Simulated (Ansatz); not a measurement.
Species: C3H9N, SMILES `CN(C)C` (charge 0, multiplicity 1), formula C$_{3}$H$_{9}$N.

### Question
How many basis functions does frozen-core CCSD(T)/cc-pVTZ // PBE-D3(BJ)/def2-SVP (Ansatz, a quantum-chemistry and plane-wave program) use, how many core orbitals are frozen, and how many electrons are correlated?

### Answer
246 basis functions and 4 frozen orbitals, which leaves 26 correlated electrons. Core time is of the order of minutes.
